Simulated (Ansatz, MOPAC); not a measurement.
Wurtzite ZnO: properties by level of theory

Reference values: lattice constant a 3.248 Å (measured, 4 K, zero-point motion not removed; as tabulated in arXiv:1206.3780); lattice parameter c 5.204 Å (measured, 4 K, zero-point motion not removed; as tabulated in arXiv:1206.3780).

```csv
level (code),lattice parameter a (Å),c axis length (Å)
PM3 semi-empirical Hartree-Fock (MOPAC),3.640,4.926
LDA (Ansatz),3.187,5.152
r²SCAN0 (Ansatz),3.225,5.174
```

Differences from the reference values (errors of the level alone only where the reference is corrected to a static lattice):

```json
[
 {"level": "PM3 semi-empirical Hartree-Fock (MOPAC)", "lattice constant a (%)": "+12.1", "lattice parameter c (%)": "-5.34"},
 {"level": "LDA", "lattice constant a (%)": "-1.88", "lattice parameter c (%)": "-1.00"},
 {"level": "r²SCAN0", "lattice constant a (%)": "-0.71", "lattice parameter c (%)": "-0.58"}
]
```

Nearest: lattice constant a, not ranked (one source); lattice parameter c, not ranked (one source). Values with a doubt, or to which a potential was fitted, aren't ranked.

Caveats: the cell has another shape than the first-principles one, perhaps another minimum in the same group (PM3 semi-empirical Hartree-Fock (MOPAC)); the method was fitted mainly to molecules (PM3 semi-empirical Hartree-Fock (MOPAC)); the run uses a supercell at the zone centre in place of a k mesh (PM3 semi-empirical Hartree-Fock (MOPAC)). Ansatz's density-functional and Hartree–Fock values are scalar-relativistic unless marked +SOC, with PAW data made under PBE.

Differences are worked out from the printed values.

Computed values are for the static lattice.

Ansatz is a quantum-chemistry and plane-wave program.
